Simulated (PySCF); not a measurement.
Compound: thioacetic acid, C₂H₄OS.
SMILES with atom numbers: `[CH3:1][C:2]([OH:3])=[S:4]` (hydrogens: H5, H6, H7 on C1; H8 on O3)

Structure optimised with GFN2-xTB, isolated species.

Task: What internal coordinates does the optimisation give?

Result: 
```json
{"bond": "C1–C2", "length (Å)": "1.489", "order": "single"}
{"bond": "C2–O3", "length (Å)": "1.329", "order": "single"}
{"bond": "C2=S4", "length (Å)": "1.628", "order": "double"}
{"bond": "C1–H5, C1–H6, C1–H7", "length (Å)": "1.088", "order": "single"}
{"bond": "O3–H8", "length (Å)": "0.971", "order": "single"}
```

Bonds in one row agree within 0.01 Å and their mean is given. Orders are formal, as drawn. A selection of angles:
```json
{"angle": "C2–C1–H5", "degrees": "109.9"}
{"angle": "H5–C1–H6", "degrees": "107.6"}
{"angle": "H5–C1–H7", "degrees": "110.4"}
{"angle": "C1–C2–O3", "degrees": "113.9"}
{"angle": "C1–C2–S4", "degrees": "124.0"}
{"angle": "O3–C2–S4", "degrees": "122.1"}
{"angle": "C2–O3–H8", "degrees": "110.9"}
```

Torsions: H8–O3–C2–C1 180° (antiperiplanar). The mirror-image conformer, all signs reversed, is as good.

The 4 heavy atoms lie in one plane (0.001 Å rms).

Point group: near Cs, missed by 0.26 Å at most; the miss may be what the optimiser left on a soft mode. No frequency check. One conformer, not necessarily the lowest (C1–C2–O3–H 180°).

These are computed values.
